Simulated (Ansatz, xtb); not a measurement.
# Relative energy of two structures of CH3AlSi

Structure I: a singlet given by its coordinates. Structure II: `[Al][CH]=[SiH2]`, a singlet. Both are isolated molecules in the gas phase, relaxed with B3LYP-D4/def2-TZVP.

I (Å):

```xyz
6

C    -0.2975    0.5133    0.7364
Al   -0.8540   -1.1282   -0.5757
Si    0.5858    1.2532   -0.6391
H     0.7145   -0.1803   -1.3668
H    -0.0751   -0.4300    1.2677
H    -0.8115    1.1683    1.4345
```

Close contacts (Å): C1–Al2 2.17, C1–Si3 1.79, Al2–Si3 2.78, C1–H5 1.11, C1–H6 1.09, Al2–H4 2.00, Al2–H5 2.12, Si3–H4 1.61.

II (Å):

```xyz
6

C     0.9919    0.4678   -0.5082
Al   -0.1867    0.5272   -2.0775
Si    2.2453   -0.6868   -0.3880
H     0.8785    1.1634    0.3238
H     2.4669   -1.6656   -1.4723
H     3.2126   -0.8689    0.7172
```

Task: Estimate E(II) − E(I) at the level CCSD(T)/def2-TZVPP.

Result: Calculated at CCSD(T)/def2-TZVPP: E(II) − E(I) = −6.65 kJ/mol, so structure II lies lower.

How the difference moves with the method:

```csv
level,geometry,E(II) − E(I) (kJ/mol),departure from the last row (kJ/mol),"job, with rough time for the two"
B3LYP-D4/def2-TZVP,B3LYP-D4/def2-TZVP,−10.22,−3.57,"optimisation, 2.5 min"
HF/def2-TZVPP,B3LYP-D4/def2-TZVP,−34.65,−28.00,part of the CCSD(T) run
MP2/def2-TZVPP,B3LYP-D4/def2-TZVP,−13.00,−6.35,part of the CCSD(T) run
CCSD(T)/def2-TZVPP,B3LYP-D4/def2-TZVP,−6.65,,"single point, 68 s"
```

None of the levels shown reverses the order. The largest departure from CCSD(T)/def2-TZVPP is that of HF/def2-TZVPP, 28.00 kJ/mol. Levels run at GFN2-xTB geometries aren't shown.

With harmonic frequencies from B3LYP-D4/def2-TZVP (ideal gas, rigid rotor, one conformer each, 298.15 K, 1 atm): the zero-point term adds −4.05 kJ/mol; ΔH is −9.84 and ΔG −11.98 kJ/mol.

The correlated steps freeze 11 core orbitals. Mirror images aren't counted in ΔG. Programs: Ansatz 0.2.0; the last row on 2 threads of AMD EPYC (Zen 3) on a shared host.
